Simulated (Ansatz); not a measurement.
This Ansatz (a quantum-chemistry and plane-wave program) input (CCSD(T)/cc-pwCVTZ) gives -129.49538 Eh with 86 basis functions. A basis named .json is the Basis Set Exchange file of that set (core-valence sets with the plain set on hydrogen).

Ansatz 0.2 input:
```yaml
crystal:
  periodic: [false, false, false]
  atoms:
    - {symbol: N, position_ang: [-0.00000000, -0.00000000, -0.56338698]}
    - {symbol: O, position_ang: [0.00000000, 0.00000000, 0.49296360]}
basis:
  gaussian:
    orbitals: cc-pwCVTZ.json
total_charge: 1
magnetization: {spin_polarized: false}
correlation: {method: ccsd_t, frozen_orbitals: {N: 0, O: 0}}
```

Change:
```diff
- orbitals: cc-pwCVTZ.json
+ orbitals: cc-pCVDZ.json
```

What does the run give now?

-129.35473 Eh (CCSD(T)/cc-pCVDZ, 36 functions), a change of +140.65 mEh.
